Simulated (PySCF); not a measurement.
Choosing a basis for TDDFT

CH4O.
SMILES: `CO`

TDDFT with PBE0 (PySCF), vertical singlets, core orbitals frozen in the response, spherical d and f functions. Geometry: PBE0-D3(BJ)/def2-SVP; no solvent, vibrations or thermal averaging.

Q: Compare 6-31G*, def2-SVP, def2-SVPD, aug-cc-pVDZ, def2-TZVP, def2-TZVPD and aug-cc-pVTZ for this molecule.

A: 

```tsv
basis	functions	diffuse	S1 (eV)	S2 (eV)	S3 (eV)	S4 (eV)	S5 (eV)	LUMO (eV)	α (au)
6-31G*	36	no	8.03	9.94	10.00	10.59	11.22	2.56	15.6
def2-SVP	48	no	7.56	9.00	9.37	9.97	10.30	1.85	15.9
def2-SVPD	75	yes	6.96	8.10	8.65	9.20	9.24	0.58	20.9
aug-cc-pVDZ	82	yes	6.45	7.26	7.84	7.96	8.17	-0.11	21.3
def2-TZVP	86	no	7.19	8.63	8.96	9.70	10.07	1.09	18.8
def2-TZVPD	113	yes	6.68	7.69	8.38	8.55	8.57	0.24	21.4
aug-cc-pVTZ	184	yes	6.47	7.27	7.78	7.89	8.16	-0.14	21.5
```

States are compared by their number. Against the largest diffuse basis here (aug-cc-pVTZ, itself not a converged limit), sets without diffuse functions differ by up to 1.56 eV in S1 and 3.05 eV in S5; the smaller diffuse sets differ by up to 0.49 and 1.08 eV. State by state, the largest deviation of a set without diffuse functions is S1 1.56, S2 2.67, S3 2.21, S4 2.70, S5 3.05 eV. The same number needn't mean the same state in each row. Against aug-cc-pVTZ the polarisability deviates by -28% in 6-31G*, -26% in def2-SVP, -3% in def2-SVPD, -1% in aug-cc-pVDZ, -13% in def2-TZVP, -1% in def2-TZVPD.
